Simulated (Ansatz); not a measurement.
Born–Oppenheimer molecular dynamics of C4H5 (9 atoms, charge 1, multiplicity 1). It goes on from the last frame of an earlier run, with new velocities.

Theory: UKS r2SCANh/STO-3G (Ansatz).

```json
{"ensemble": "NVE (velocity Verlet)", "time step": "1 fs", "steps asked": "189", "starting velocities drawn for": "700 K", "masses": "H 10 u", "seed": "132405"}
```

First frame:

```xyz
9
Properties=species:S:1:pos:R:3
C -0.469 0.883 -1.709
C 0.030 0.123 -0.698
C 0.581 -0.599 0.394
C 0.084 -0.487 1.710
H -0.001 1.763 -1.918
H -1.169 0.509 -2.453
H 1.259 -1.545 0.256
H -0.898 -0.147 1.709
H 0.550 -1.088 2.505
```

Question: What does the run give?

Answer: The run went to its last step.

| Item | Value |
| --- | --- |
| steps done | 189 |
| time covered | 189 fs |
| mean temperature over the second half | 996 K |
| spread of the potential energy over the second half | 24.4 meV per atom |
| mean potential energy of the second half above the start | -29.9 meV per atom |

The conserved energy stayed within 0.95 meV per atom of its start (net change 0.013 meV per atom), so the integration is sound. The system heated up, since it started high on the potential surface and ran downhill. A run of 0.19 ps of so small a system gives no equilibrium averages. Limits of this set-up: minimal basis, the dipole of an ion depends on the origin.

Question: What happens to the structure?

Answer: The same pairs are bonded in the first frame and the last. Pairs count as bonded within 1.25 times the sum of covalent radii (0.12 Å more for H–H). This is one draw of velocities; another would differ in detail.

Question: How do temperature and energy run in time?

Answer: 
```json
{"time (fs)": "0.0", "T (K)": "700", "potential energy less start (eV)": "0.000", "conserved less start (meV/atom)": "0.00"}
{"time (fs)": "6.0", "T (K)": "988", "potential energy less start (eV)": "-0.262", "conserved less start (meV/atom)": "-0.20"}
{"time (fs)": "12.0", "T (K)": "1028", "potential energy less start (eV)": "-0.300", "conserved less start (meV/atom)": "-0.40"}
{"time (fs)": "18.0", "T (K)": "1375", "potential energy less start (eV)": "-0.615", "conserved less start (meV/atom)": "-0.47"}
{"time (fs)": "24.0", "T (K)": "1018", "potential energy less start (eV)": "-0.286", "conserved less start (meV/atom)": "0.16"}
{"time (fs)": "30.0", "T (K)": "972", "potential energy less start (eV)": "-0.248", "conserved less start (meV/atom)": "-0.16"}
{"time (fs)": "36.0", "T (K)": "835", "potential energy less start (eV)": "-0.124", "conserved less start (meV/atom)": "-0.18"}
{"time (fs)": "42.0", "T (K)": "644", "potential energy less start (eV)": "0.052", "conserved less start (meV/atom)": "0.10"}
{"time (fs)": "48.0", "T (K)": "1187", "potential energy less start (eV)": "-0.443", "conserved less start (meV/atom)": "-0.26"}
{"time (fs)": "54.0", "T (K)": "1111", "potential energy less start (eV)": "-0.374", "conserved less start (meV/atom)": "-0.17"}
{"time (fs)": "60.0", "T (K)": "1441", "potential energy less start (eV)": "-0.677", "conserved less start (meV/atom)": "-0.77"}
{"time (fs)": "66.0", "T (K)": "588", "potential energy less start (eV)": "0.106", "conserved less start (meV/atom)": "0.48"}
{"time (fs)": "72.0", "T (K)": "995", "potential energy less start (eV)": "-0.269", "conserved less start (meV/atom)": "-0.23"}
{"time (fs)": "78.0", "T (K)": "657", "potential energy less start (eV)": "0.043", "conserved less start (meV/atom)": "0.48"}
{"time (fs)": "84.0", "T (K)": "1179", "potential energy less start (eV)": "-0.438", "conserved less start (meV/atom)": "-0.49"}
{"time (fs)": "90.0", "T (K)": "899", "potential energy less start (eV)": "-0.180", "conserved less start (meV/atom)": "-0.04"}
{"time (fs)": "96.0", "T (K)": "1285", "potential energy less start (eV)": "-0.533", "conserved less start (meV/atom)": "-0.33"}
{"time (fs)": "102.0", "T (K)": "1164", "potential energy less start (eV)": "-0.420", "conserved less start (meV/atom)": "-0.04"}
{"time (fs)": "108.0", "T (K)": "771", "potential energy less start (eV)": "-0.062", "conserved less start (meV/atom)": "0.15"}
{"time (fs)": "114.0", "T (K)": "874", "potential energy less start (eV)": "-0.160", "conserved less start (meV/atom)": "-0.23"}
{"time (fs)": "120.0", "T (K)": "816", "potential energy less start (eV)": "-0.104", "conserved less start (meV/atom)": "0.01"}
{"time (fs)": "126.0", "T (K)": "1274", "potential energy less start (eV)": "-0.527", "conserved less start (meV/atom)": "-0.80"}
{"time (fs)": "132.0", "T (K)": "1183", "potential energy less start (eV)": "-0.438", "conserved less start (meV/atom)": "-0.13"}
{"time (fs)": "138.0", "T (K)": "1211", "potential energy less start (eV)": "-0.464", "conserved less start (meV/atom)": "-0.15"}
{"time (fs)": "144.0", "T (K)": "526", "potential energy less start (eV)": "0.160", "conserved less start (meV/atom)": "0.24"}
{"time (fs)": "150.0", "T (K)": "942", "potential energy less start (eV)": "-0.221", "conserved less start (meV/atom)": "-0.21"}
{"time (fs)": "156.0", "T (K)": "984", "potential energy less start (eV)": "-0.257", "conserved less start (meV/atom)": "-0.01"}
{"time (fs)": "162.0", "T (K)": "1342", "potential energy less start (eV)": "-0.583", "conserved less start (meV/atom)": "-0.32"}
{"time (fs)": "168.0", "T (K)": "889", "potential energy less start (eV)": "-0.168", "conserved less start (meV/atom)": "0.35"}
{"time (fs)": "174.0", "T (K)": "1100", "potential energy less start (eV)": "-0.364", "conserved less start (meV/atom)": "-0.21"}
{"time (fs)": "180.0", "T (K)": "992", "potential energy less start (eV)": "-0.266", "conserved less start (meV/atom)": "-0.20"}
{"time (fs)": "186.0", "T (K)": "624", "potential energy less start (eV)": "0.070", "conserved less start (meV/atom)": "0.18"}
```

Run time: 10 min on 1 thread of Arm Neoverse V1 (shared host), peak memory 0.14 GiB.
